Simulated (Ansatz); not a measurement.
Predicting a hybrid from its neighbours: CH5N (methylamine)

CH5N has 7 atoms, charge 0, and is taken as a singlet. SMILES: `CN`. The coordinates come from a PBE0-D4/def2-TZVP relaxation.

The HOMO–LUMO gap y, in eV, basis aug-cc-pVDZ; a is the functional's share of exact exchange. Programs: Ansatz 0.2.0.

| functional | program | a | y (eV) |
| --- | --- | --- | --- |
| BLYP | Ansatz | 0 | 4.64 |
| r2SCAN | Ansatz | 0 | 5.76 |
| B3LYP | Ansatz | 0.2 | 6.29 |
| PBE0 | Ansatz | 0.25 | ? |
| r2SCAN0 | Ansatz | 0.25 | 7.41 |
| BHLYP | Ansatz | 0.5 | 8.48 |

Q: Fit y = c + s·a to the known rows and predict PBE0.

A: 
1. Means of the 5 rows: a = 0.1900, y = 6.516.
2. Σ(Δa)² = 0.172, Σ(Δa·Δy) = 1.1603, so the slope is 1.1603/0.172 = 6.7459.
3. Intercept: 6.516 − (6.7459) × 0.1900 = 5.234. The largest residual of the fit is 0.59.
4. PBE0: 5.234 + (6.7459) × 0.25 = 6.92 eV.

The run gave 6.78 eV, so the prediction is off by +0.14 eV, within the scatter of the fit. Exact exchange lowers occupied levels and raises empty ones. The rows mix families of semi-local functionals, which the line can't see.
